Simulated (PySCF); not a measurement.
Potential energy curve for CH₂O₂, SMILES O=CO. The C2–H5 bond (C2 also carries O, O; H5 carries nothing else) is pulled apart rigidly from the PBE0/def2-TZVP optimised geometry.

Levels: UKS-TPSSh = unrestricted TPSSh/cc-pVDZ in PySCF; UKS-BP86/6-31G* = unrestricted BP86/6-31G*, spherical d (PySCF); UHF/cc-pVDZ (PySCF).

Energies are in kcal/mol, each relative to the lowest point of its own curve near equilibrium.

```
R / Å  UKS-TPSSh  UKS-BP86/6-31G*   UHF
-----  ---------  ---------------  ----
0.87        34.5             34.4  33.0
0.93        16.9             16.9  15.5
0.99         6.5              6.7   5.4
1.04         2.0              2.1   1.3
1.06         0.9              1.0   0.5
1.10         0.0              0.0   0.0
1.14         0.3              0.2   0.9
1.15         [?]              0.4   1.2
1.20         2.5              2.2   [?]
1.26         6.3              5.7   8.9
1.35        13.6             12.6   [?]
1.49        27.1             25.3  34.9
1.65        43.1             40.2  55.0
1.81        58.1             54.1  69.3
1.99        73.2             68.2  77.8
2.20        84.9             82.2  82.5
2.41        91.9             92.4  84.6
2.71        97.6             99.7   [?]
2.98       100.4            102.7  86.2
3.34       102.4            104.5   [?]
3.81       103.6            105.2   [?]
```

Fill in the missing entries.


- 1.15, UKS-TPSSh: 0.5
- 1.20, UHF: 4.0
- 1.35, UHF: 18.1
- 2.71, UHF: 85.8
- 3.34, UHF: 86.4
- 3.81, UHF: 86.5

The unrestricted determinant behind UKS-TPSSh is spin-contaminated at 1.99 to 3.81 Å (<S²> up to 1.0, against 0.00 for a pure singlet). The unrestricted determinant behind UKS-BP86/6-31G* is spin-contaminated at 2.41 to 3.81 Å (<S²> up to 1.0, against 0.00 for a pure singlet). The unrestricted determinant behind UHF is spin-contaminated at 1.65 to 3.81 Å (<S²> up to 1.0, against 0.00 for a pure singlet).
